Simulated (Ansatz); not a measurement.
**How far each method lies from full CI for Ge2, triplet**

Geometry: a point of a stretch scan, not a stationary point.

```xyz
2

Ge    0.0000    0.0000    0.0000
Ge    0.0000    0.0000    2.8510
```

Basis cc-pVDZ; Ansatz 0.2.0. Correlated methods freeze the noble-gas cores and the filled d shells of p-block atoms, which leaves 8 electrons in 26 orbitals. R marks a restricted (for open shells ROHF) determinant, U an unrestricted one. Active spaces: pair = (4e, 4o) about the gap; valence = (8e, 8o) chosen from the atoms' valence shells. No spin–orbit coupling is included, and no scalar relativity.

Full CI is exact within this basis and frozen core; it isn't the basis-set limit. The frozen core follows each run's orbitals, which can shift R against U totals by a few meV for light atoms and by up to 0.1 eV past Ca.

Coupled cluster chose its determinant by trial CCSD, here up to 0.23 eV above the lowest Hartree–Fock solution of its kind, and MP2 stands on that determinant too.

* UHF ⟨S²⟩: 2.238
* ⟨S²⟩ of the determinant under UCCSD: 2.009
* T1 diagnostic (RCCSD): 0.0220
* largest doubles amplitude (RCCSD): 0.155

```tsv
level	E − E(determinant under the R cluster runs) (eV)
RMP2	-3.7324
RCCSD*	-4.4306
RCCSD(T)*	-4.7033
```

Task: Estimate how far full CI in cc-pVDZ lies from RCCSD(T). The table doesn't fix it; the size of (T) and the diagnostics are the guide.

Result: Full CI in cc-pVDZ lies 3.56 mEh below RCCSD(T), which is 36 % of the (T) step (-10.02 mEh). A doubles amplitude is large, and the rest is a large part of (T). The miss exceeds 1 kcal/mol.

The other levels:

```tsv
level	E − E(full CI) (mEh)	share of correlation (%)	wall time
BCCD(T)*	3.69	97.91	32 s
RCCSDT*	1.85	98.95	–
RCCSDT(Q)*	0.56	99.69	42 s
RCCSDTQ*	0.23	99.87	16 s (H100)
CASSCF (valence space)	103.83	41.14	–
NEVPT2 (valence space)	23.08	86.92	9.5 s
MRCISD (valence space)	6.66	96.23	–
MRCISD+Q (valence space)	-0.83	100.47	11 s
```

An asterisk marks runs whose energy the program itself flagged as in doubt.

The correlation energy at full CI, counted from the determinant under the R cluster runs, is -4.800 eV. That run took 11 s on 2 threads of AMD EPYC 7R13 with a shared H100 80 GB, shared host over 27,934,456 determinants.

Run but not shown, since their state, orbitals or frozen core can't be matched to the reference's or they repeat it: RHF, UHF, UMP2, CISD, UCCSD, UCCSD(T), UCCSDT, UCCSDT(Q), UCCSDTQ, CASSCF (pair space), NEVPT2 (pair space), MRCISD (pair space), MRCISD+Q (pair space).

Times hold each run's SCF and search for its determinant on a shared host, so for small cases they say little of a method's own cost; rows without a card ran on 1 thread of AMD EPYC 7R13.

Not variational, and here over 5 meV under the exact energy: MRCISD+Q (valence space).

The full-CI state has the irrep B1g of D2h, in the program's axes (one component, if the state is degenerate).

Natural occupations of full CI about the gap: 1.944 1.920 1.858 0.926 0.926 0.105 0.105 0.103 0.014 0.014; effectively unpaired electrons, Σ n²(2−n)², 2.20.
